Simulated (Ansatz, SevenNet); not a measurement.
## How the volume per atom of wurtzite AgI moves with the method

No measured value is used here.

```
level (code)           value (Å³/atom)
---------------------  ---------------
SevenNet-0 (SevenNet)            36.76
LDA (Ansatz)                     31.97
PBE (Ansatz)                     36.41
PBE-D3(BJ) (Ansatz)              34.37
HSE06 (Ansatz)                       …
```

Task: Complete the blanks.

Result: 
- HSE06 (Ansatz, a first-principles code), value (Å³/atom): 36.23

Cutoffs and k meshes differ between the levels. Ansatz's density-functional and Hartree–Fock values are scalar-relativistic unless marked +SOC, with PAW data made under PBE.

Machine-learned potentials (SevenNet-0) are trained on DFT data, which may include these solids.
